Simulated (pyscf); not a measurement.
`[GeH3][SnH2]` [doublet] + `[CH4]` -> `[GeH3][SnH3]` + `[CH3]` [doublet] (hydrogen abstraction; doublet surface; C–H broken, H–Sn formed). PySCF, gas phase, ωB97X-D3(BJ)/def2-SVP geometries. Energies in kcal/mol from the separated reactants.

| level | barrier | reaction energy |
|---|---|---|
| ωB97X-D3(BJ)/def2-TZVP | 35.4 | +33.4 |
| PBE/def2-TZVP | 34.7 | +36.2 |
| r²SCAN/def2-TZVP | 33.7 | +32.8 |
| B3LYP-D3(BJ)/def2-TZVP | 34.5 | +34.4 |
| PBE0-D3(BJ)/def2-TZVP | 34.6 | +34.5 |
| M06-2X/def2-TZVP | 41.8 | +39.7 |

At PBE this geometry lies under the product side: in single points on another level's saddle the reverse barrier vanishes, and the forward threshold there is about the reaction energy. This is the saddle that the search found; another between the same sides may lie lower. The angle at the transferred H is 180°. Elements up to Kr have no core potential and no relativistic terms here. Elements past Kr carry the def2 core potentials, without spin-orbit coupling.
